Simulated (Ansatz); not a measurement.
**Telling isomers of H3NOSi apart by their spectra**

These gas-phase data were calculated for one isomer of H3NOSi at PBE0-D4/def2-TZVP (harmonic, unscaled wavenumbers; equilibrium rotational constants with average atomic masses):

| Property | Result |
| --- | --- |
| rotational constants | 24.79, 8.58, 6.374 GHz |
| all wavenumbers above 1500 cm⁻¹ | 3917, 3700, 3576, 1561 |

Candidates:

(1) `N[SiH]=O`, a singlet
(2) `[H]/N=[SiH]\O`, a singlet
(3) `N[Si]O`, a singlet

Task: Which candidate do the data belong to?

Result: Candidate (3). No mode falls between 2000 and 2380 cm⁻¹, where the Si–H stretch of (1), (2) would stand.

The same quantities for all candidates:

```tsv
	rotational constants (GHz)	wavenumbers above 1500 cm⁻¹	E above the lowest, PBE0-D4/def2-TZVP (kcal/mol)
(1)	40.23, 7.325, 6.197	3715, 3610, 2260, 1565	6.1
(2)	42.63, 7.096, 6.084	3898, 3685, 2341	20.9
(3)	24.79, 8.58, 6.374	3917, 3700, 3576, 1561	0.0
```

Harmonic stretches to hydrogen usually lie a few per cent above observed fundamentals. Each candidate is one conformer. Programs: Ansatz 0.2.0.
